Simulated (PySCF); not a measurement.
## Fluorine: a sound run and one with changed settings

Sound run: F [He] 2s2 2p5, F+ [He] 2s2 2p4. Computed with PySCF 2.14 in x2c-TZVPall, with the spin-free X2C one-electron Hamiltonian (Gaussian nucleus). The sound run starts from symmetry-adapted Hartree-Fock orbitals and uses a fine grid where one is needed.

Changed run: initial guess 1e, at most 3 SCF cycles. This setting is unsound on purpose.

```tsv
species	method	sound run (hartree)	changed run (hartree)	converged
F	UHF	-99.49886	-99.46926	no
F	PBE0	-99.76459	-99.56510	no
F	TPSS	-99.86121	-99.57994	no
F+	UHF	-98.92406	-98.92363	no
F+	PBE0	-99.12479	-99.11954	no
F+	TPSS	-99.22241	-99.21131	no
```

The SCF was stopped early; the energies are upper bounds that still move, and correlated levels were skipped or rest on poor orbitals.
